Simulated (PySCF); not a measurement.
C4H4F2.
Atom-mapped SMILES: `[CH2:1]=[CH:2]/[C:3]([F:4])=[CH:5]\[F:6]` (hydrogens: H7, H8 on C1; H9 on C2; H10 on C5)

Geometry (GFN2-xTB, Å), atoms numbered from 1 in this order:
```xyz
10
C4H4F2 angstrom
C     -1.816    0.351   -0.075
C     -0.679   -0.316    0.090
C      0.629    0.278   -0.086
F      0.663    1.581   -0.442
C      1.808   -0.328    0.066
F      1.886   -1.617    0.417
H     -2.771   -0.121    0.065
H     -1.820    1.391   -0.356
H     -0.661   -1.358    0.372
H      2.769    0.143   -0.073
```

The closed-shell ground state was solved at several levels (PySCF, density fitting, gas phase, non-relativistic).

```json
{"level": "B3LYP/pcJ-1", "basis functions": "202", "HOMO (eV)": "-6.71", "LUMO (eV)": "-1.32", "gap (eV)": "5.39", "dipole (D)": "0.36"}
{"level": "CAM-B3LYP/def2-SVPD", "basis functions": "158", "HOMO (eV)": "-8.29", "LUMO (eV)": "-0.18", "gap (eV)": "8.11", "dipole (D)": "0.47"}
```

**Question.** What might PBE0/pcSseg-1 (122 basis functions) give for the same quantities?

**Answer.** HOMO -6.92 eV, LUMO -1.12 eV, gap 5.80 eV, dipole 0.35 D.

**Question.** Over all these levels, which gives the widest orbital gap and which the narrowest?

**Answer.** CAM-B3LYP/def2-SVPD (range-separated hybrid) has the widest, 8.11 eV, and B3LYP/pcJ-1 (global hybrid, 20 % exact exchange) the narrowest, 5.39 eV. Functional and basis both differ between the two, so the spread mixes both effects.

**Question.** How far do the dipole and the HOMO energy spread over the levels?

**Answer.** The dipole runs from 0.35 to 0.47 D (mean 0.39 D) and the HOMO from -8.29 to -6.71 eV.

One conformer stands for the species.
